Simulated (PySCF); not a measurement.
Geometries of 2 isomers of C3H6O2S, from PBE0-D3(BJ)/def2-SVP geometry optimisation, gas phase (PySCF 2.14.0). One conformer each, no zero-point energy, no frequencies.

Task: Which isomer lies lower at this level?
A.
```xyz
12
angstrom
O      1.740    0.177   -1.693
S      1.211    0.182   -0.338
O      2.074    0.408    0.815
C     -0.340    1.114   -0.150
C     -0.983   -0.132    0.490
C      0.047   -1.174    0.012
H     -0.728    1.360   -1.149
H     -0.238    2.017    0.466
H     -0.987   -0.055    1.585
H     -2.007   -0.329    0.149
H     -0.215   -1.670   -0.933
H      0.426   -1.899    0.745
```
B.
```xyz
12
angstrom
C      1.782    0.771   -0.226
O      0.443    0.352   -0.040
C      0.132   -0.917   -0.272
S      1.165   -2.089   -0.765
O     -1.149   -1.150   -0.057
C     -2.003   -0.098    0.364
H      1.798    1.839    0.024
H      2.457    0.204    0.431
H      2.095    0.607   -1.267
H     -2.996   -0.548    0.473
H     -2.036    0.709   -0.383
H     -1.672    0.321    1.326
```

Result: B. That is `COC(=S)OC`, 41.9 kcal/mol below the other.

```tsv
SMILES	atoms numbered as above	E (Eh)	relative (kcal/mol)	relative (kJ/mol)	dipole (D)
COC(=S)OC	[CH3:1][O:2][C:3](=[S:4])[O:5][CH3:6]	-665.79555	0.0	0.0	4.11
O=S1(=O)CCC1	[O:1]=[S:2]1(=[O:3])[CH2:4][CH2:5][CH2:6]1	-665.72883	41.9	175.2	4.75
```

As drawn, the lower has a C=S bond, which the higher lacks; the higher has a four-membered ring and an S=O bond, which the lower lacks.
